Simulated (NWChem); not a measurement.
# C4H8O (SMILES CCC(C)=O) at 5 levels

We compute a comparison of 5 runs (HF/STO-3G, HF/3-21G, B3LYP/6-31G*, MP3/6-31G*) of C4H8O. 

The calculation is run with NWChem 7.3.0.

2 further runs of the same task are left out: 2 set aside as unsound or not needed.

### 1 Starting point

C4H8O has 13 atoms, charge 0, and is taken as a singlet. SMILES: `CCC(C)=O`. Geometry: relaxed at PBE0-D4/def2-TZVP. This is one conformer, not always the lowest.

Bond lengths: C1–C2 1.527 Å, C2–C3 1.512 Å, C3–C4 1.505 Å, C3–O5 1.206 Å, C1–H6 1.091 Å, C1–H7 1.092 Å, C1–H8 1.093 Å, C2–H9 1.094 Å, C2–H10 1.092 Å, C4–H11 1.093 Å, C4–H12 1.095 Å, C4–H13 1.088 Å. Some angles: C1–C2–C3 110.3°, C2–C3–C4 116.7°, C2–C3–O5 121.3°, C4–C3–O5 121.9°, C1–C2–H9 109.9°, C1–C2–H10 110.0°, C3–C2–H9 110.1°, C3–C2–H10 107.8°, C2–C1–H6 110.6°, C2–C1–H7 110.5°.

### 2 Energy and forces at HF/STO-3G (run 1)

Contents of run.py:

```python
from ase import Atoms
from ase.calculators.nwchem import NWChem

system = Atoms(['C', 'C', 'C', 'C', 'O', 'H', 'H', 'H', 'H', 'H', 'H', 'H', 'H'], positions=[
    [-1.145600, 1.128600, -0.438000],
    [0.104000, 0.866600, 0.400200],
    [0.917600, -0.253800, -0.206600],
    [0.580900, -1.652300, 0.236700],
    [1.778900, -0.032900, -1.021800],
    [-1.729800, 1.946300, -0.012200],
    [-0.871200, 1.401500, -1.458700],
    [-1.791800, 0.248500, -0.484700],
    [-0.181700, 0.612400, 1.425300],
    [0.731300, 1.759600, 0.423400],
    [-0.499800, -1.816400, 0.230900],
    [0.914800, -1.787200, 1.270500],
    [1.077500, -2.382200, -0.399800],
])

calc = NWChem(
    label='c4h8o',
    theory='scf',
    memory='2200 mb',
    basis='STO-3G',
    basispar='spherical bse',
    scf={'nopen': '0', 'rhf': None, 'thresh': '1e-08', 'maxiter': '80'},
)
system.calc = calc

forces = system.get_forces()
print(f"energy = {system.get_potential_energy():.6f} eV")
print("forces (eV/A):")
for s, f in zip(system.symbols, forces):
    print(f"{s:2s} {f[0]:10.5f} {f[1]:10.5f} {f[2]:10.5f}")
print("dipole (e A):", system.get_dipole_moment().round(4))
```

Started as:

```sh
$ export ASE_NWCHEM_COMMAND="nwchem PREFIX.nwi > PREFIX.nwo"
$ python run.py
```

What it wrote:

```text
energy = -6207.228545 eV
forces (eV/A):
C    -0.90570    0.31398   -0.46408
C    -0.19962    0.80563    1.06973
C    -0.04870   -0.06212    0.02247
C    -0.50275   -1.34397    0.91418
O     1.28828    0.29650   -1.16080
H     0.14115   -0.15936   -0.10264
H    -0.07065   -0.05302    0.23299
H     0.24009    0.20512    0.04294
H     0.12089    0.11863   -0.27202
H    -0.23320   -0.05579    0.06911
H     0.34350   -0.01697   -0.15689
H    -0.02900   -0.08978   -0.33543
H    -0.14434    0.04114    0.14049
dipole (e A): [-0.2912 -0.0605  0.2578]
```

The calculator wrote c4h8o.nwi:

```
title "c4h8o"

permanent_dir c4h8o

scratch_dir c4h8o

start c4h8o

geometry units angstrom nocenter noautosym noautoz
  C  -1.1456000000000000e+00 1.1286000000000000e+00 -4.3800000000000000e-01
  C  1.0400000000000000e-01 8.6660000000000004e-01 4.0020000000000000e-01
  C  9.1759999999999997e-01 -2.5380000000000003e-01 -2.0660000000000001e-01
  C  5.8089999999999997e-01 -1.6523000000000001e+00 2.3669999999999999e-01
  O  1.7788999999999999e+00 -3.2899999999999999e-02 -1.0218000000000000e+00
  H  -1.7298000000000000e+00 1.9462999999999999e+00 -1.2200000000000001e-02
  H  -8.7119999999999997e-01 1.4015000000000000e+00 -1.4587000000000001e+00
  H  -1.7918000000000001e+00 2.4850000000000000e-01 -4.8470000000000002e-01
  H  -1.8170000000000000e-01 6.1240000000000006e-01 1.4253000000000000e+00
  H  7.3129999999999995e-01 1.7596000000000001e+00 4.2340000000000000e-01
  H  -4.9980000000000002e-01 -1.8164000000000000e+00 2.3089999999999999e-01
  H  9.1479999999999995e-01 -1.7871999999999999e+00 1.2705000000000000e+00
  H  1.0774999999999999e+00 -2.3822000000000001e+00 -3.9979999999999999e-01
end

memory 2200 mb

basis spherical bse noprint
   * library STO-3G
end

scf
  nopen 0
  rhf
  thresh 1e-08
  maxiter 80
end

task scf gradient
```

c4h8o.nwo, shortened:

```text
[...]
      One-electron energy =   -661.605601925063
[... 1 line left out ...]
 Nuclear repulsion energy =    176.998057530389
[... 38 lines left out ...]
                       ROHF Final Molecular Orbital Analysis
[... 221 lines left out ...]
     1   1 0 0     -0.550229      0.000000     27.631384
[...]
  wavefunction    =   RHF
                         RHF ENERGY GRADIENTS
    atom               coordinates                        gradient
                 x          y          z           x          y          z
   1 C      -2.164870   2.132745  -0.827700    0.017613  -0.006106   0.009025
   2 C       0.196532   1.637637   0.756268    0.003882  -0.015667  -0.020803
   3 C       1.734013  -0.479612  -0.390417    0.000947   0.001208  -0.000437
[... 9 lines of this table left out ...]
  13 H       2.036180  -4.501705  -0.755512    0.002807  -0.000800  -0.002732
[...]
```

Run time: 4.8 s. Hardware: 1 thread of AMD EPYC 7R43 (Zen 3), shared host; peak memory 0.096 GiB.

### 3 Energy and forces at HF/3-21G (run 2)

Contents of test.nw:

```
start test
title "C4H8O gradient"
memory 2200 mb
geometry units bohr noautosym nocenter noautoz
  C  -2.16487025  2.13274490 -0.82770004
  C   0.19653152  1.63763666  0.75626840
  C   1.73401269 -0.47961249 -0.39041742
  C   1.09774191 -3.12239448  0.44729817
  O   3.36163380 -0.06217199 -1.93092215
  H  -3.26884825  3.67797396 -0.02305466
  H  -1.64632940  2.64845116 -2.75654350
  H  -3.38601127  0.46959694 -0.91595025
  H  -0.34336324  1.15726828  2.69342665
  H   1.38195671  3.32516209  0.80011004
  H  -0.94448512 -3.43249853  0.43633776
  H   1.72872146 -3.37731853  2.40089704
  H   2.03617990 -4.50170557 -0.75551250
end
basis spherical bse
  * library 3-21G
end
scf
  thresh 1e-08
  maxiter 80
end
task scf gradient
```

Started as:

```sh
$ nwchem test.nw > test.out
```

What it wrote:

```text
[...]
  functions       =    61
[...]
  wavefunction    = RHF
[...]
         Total SCF energy =   -229.705013276036
      One-electron energy =   -661.757169276632
      Two-electron energy =    255.054111167899
 Nuclear repulsion energy =    176.998044832696
        Time for solution =      3.6s
[...]
                         RHF ENERGY GRADIENTS
    atom               coordinates                        gradient
                 x          y          z           x          y          z
   1 C      -2.164870   2.132745  -0.827700    0.013795  -0.003319   0.009547
   2 C       0.196532   1.637637   0.756268   -0.007671  -0.001440  -0.016167
   3 C       1.734013  -0.479612  -0.390417    0.002972   0.000491  -0.001201
   4 C       1.097742  -3.122394   0.447298    0.005835   0.007048  -0.006955
   5 O       3.361634  -0.062172  -1.930922   -0.009120  -0.002444   0.008479
   6 H      -3.268848   3.677974  -0.023055   -0.003069   0.003998   0.002172
   7 H      -1.646329   2.648451  -2.756544    0.000863   0.001362  -0.005597
   8 H      -3.386011   0.469597  -0.915950   -0.003737  -0.004317  -0.000630
   9 H      -0.343363   1.157268   2.693427   -0.001786  -0.001839   0.006619
  10 H       1.381957   3.325162   0.800110    0.004469   0.004948   0.000717
  11 H      -0.944485  -3.432499   0.436338   -0.006167  -0.000255   0.001207
[...]
```

Run time: 4.8 s. Hardware: 1 thread of AMD EPYC 7R43 (Zen 3), shared host; peak memory 0.096 GiB.

### 4 Energy and gradient at B3LYP/6-31G(d) (spherical functions) (run 3)

Contents of mol.nw:

```
start mol
memory total 2200 mb
charge 0

geometry units angstroms noautosym nocenter noautoz
 C     -1.145600     1.128600    -0.438000
 C      0.104000     0.866600     0.400200
 C      0.917600    -0.253800    -0.206600
 C      0.580900    -1.652300     0.236700
 O      1.778900    -0.032900    -1.021800
 H     -1.729800     1.946300    -0.012200
 H     -0.871200     1.401500    -1.458700
 H     -1.791800     0.248500    -0.484700
 H     -0.181700     0.612400     1.425300
 H      0.731300     1.759600     0.423400
 H     -0.499800    -1.816400     0.230900
 H      0.914800    -1.787200     1.270500
 H      1.077500    -2.382200    -0.399800
end

basis "ao basis" spherical bse
 * library 6-31G*
end

dft
 xc b3lyp
 grid xfine
 convergence energy 1e-08
 maxiter 100
 mulliken
 print medium
end

task dft gradient
```

Started as:

```sh
$ nwchem mol.nw > mol.out
```

What it wrote, shortened:

```text
[...]
          Wavefunction type:  closed shell.
          No. of atoms     :    13
          No. of electrons :    40
[...]
          Charge           :     0
          Spin multiplicity:     1
[...]
          AO basis - number of functions:    86
[...]
              XC Information
              --------------
                         B3LYP Method XC Potential
                     Hartree-Fock (Exact) Exchange  0.200
                        Slater Exchange Functional  0.800 local
                    Becke 1988 Exchange Functional  0.720 non-local
              Lee-Yang-Parr Correlation Functional  0.810
                  VWN I RPA Correlation Functional  0.190 local
[...]
 d= 0,ls=0.0,diis     1   -232.3400047040 -4.09D+02  2.31D-02  1.00D+00     5.8
[...]
 d= 0,ls=0.0,diis    11   -232.4631939542 -7.37D-11  1.75D-07  2.03D-10    52.4
         Total DFT energy =     -232.463193954187
      One electron energy =     -664.418127074849
           Coulomb energy =      288.294546464222
    Exchange-Corr. energy =      -33.337670873950
 Nuclear repulsion energy =      176.998057530390
[...]
      Total Density - Mulliken Population Analysis
     ---------------------------------------------
[...]
  wavefunction    = closed shell
                         DFT ENERGY GRADIENTS
    atom               coordinates                        gradient
                 x          y          z           x          y          z
   1 C      -2.164870   2.132745  -0.827700    0.003878  -0.001723   0.001896
   2 C       0.196532   1.637637   0.756268   -0.001046  -0.002109  -0.004193
   3 C       1.734013  -0.479612  -0.390417    0.006196   0.001880  -0.006881
   4 C       1.097742  -3.122394   0.447298    0.001468   0.004192  -0.002050
   5 O       3.361634  -0.062172  -1.930922   -0.013980  -0.003708   0.013394
   6 H      -3.268848   3.677974  -0.023055    0.001594  -0.001885  -0.000666
   7 H      -1.646329   2.648451  -2.756543   -0.000334  -0.000587   0.002204
   8 H      -3.386011   0.469597  -0.915950    0.001620   0.001735   0.000287
   9 H      -0.343363   1.157268   2.693426    0.000785  -0.000319  -0.002402
  10 H       1.381957   3.325162   0.800110   -0.000912  -0.002024  -0.000399
  11 H      -0.944485  -3.432498   0.436338    0.002279   0.001411  -0.000047
[...]
```

It took 62 s on 1 thread of AMD EPYC 7R43 (Zen 3), shared host; peak memory 0.15 GiB.

Run 4 isn't shown in full; the table further down has it.

### 5 The energy at MP3/6-31G(d) (spherical functions) (run 5)

Contents of job.nw:

```
START job
TITLE "C4H8O"
memory stack 330 mb heap 110 mb global 1760 mb
GEOMETRY units bohr noautosym nocenter noautoz
C  -2.16487025  2.13274490 -0.82770004
C   0.19653152  1.63763666  0.75626840
C   1.73401269 -0.47961249 -0.39041742
C   1.09774191 -3.12239448  0.44729817
O   3.36163380 -0.06217199 -1.93092215
H  -3.26884825  3.67797396 -0.02305466
H  -1.64632940  2.64845116 -2.75654350
H  -3.38601127  0.46959694 -0.91595025
H  -0.34336324  1.15726828  2.69342665
H   1.38195671  3.32516209  0.80011004
H  -0.94448512 -3.43249853  0.43633776
H   1.72872146 -3.37731853  2.40089704
H   2.03617990 -4.50170557 -0.75551250
END
BASIS spherical bse
* library 6-31G*
END
SCF
thresh 1e-08
maxiter 80
print low
END
TCE
scf
mbpt3
freeze core 5
maxiter 60
END
TASK tce
```

Started as:

```sh
$ nwchem job.nw > job.out
```

What it wrote:

```text
[...]
  functions       =    86
[...]
  wavefunction    = RHF
[...]
         Total SCF energy =   -230.993719229725
      One-electron energy =   -663.704289767081
      Two-electron energy =    255.712525704660
 Nuclear repulsion energy =    176.998044832696
        Time for solution =     18.9s
[...]
         Wavefunction type : Restricted Hartree-Fock
          No. of electrons :    40
[...]
         Spin multiplicity : singlet
[...]
```

Wall time 44 s (1 thread of AMD EPYC 7R43 (Zen 3), shared host); peak memory 1.4 GiB.

### 6 Overview of the runs

```
run                               level  iteration cap  module  energy (Eh)  dipole moment (D)  HOMO energy (eV)  LUMO energy (eV)  wall time
  1                           HF/STO-3G             80     scf  -228.111443               1.89             -8.63              8.21      4.8 s
  2                            HF/3-21G             80     scf  -229.705013               3.07            -10.73              4.57      4.8 s
  3  B3LYP/6-31G* (spherical functions)            100     dft  -232.463194               2.74             -6.50             -0.20       62 s
  4  B3LYP/6-31G* (Cartesian functions)            100     dft  -232.467425               2.75             -6.51             -0.21       29 s
  5    MP3/6-31G* (spherical functions)             80     tce  -231.714278                  –                 –                 –       44 s
```

### 7 Summary of results

```
                                          quantity          value
                               run 5: total energy  -231.71428 Eh
run 5: correlation energy (5 core orbitals frozen)     -720.6 mEh
```

Over runs 1, 2, 3, 4 the dipole moment (its size) runs from 1.89 D (HF/STO-3G) to 3.07 D (HF/3-21G). Over runs 1, 2, 3, 4 the HOMO–LUMO gap runs from 6.30 eV (B3LYP/6-31G*) to 16.84 eV (HF/STO-3G). The two ends differ in method and basis. In run 1 the basis is minimal, so the values are rough. All runs together took 2.4 min, the longest 62 s.
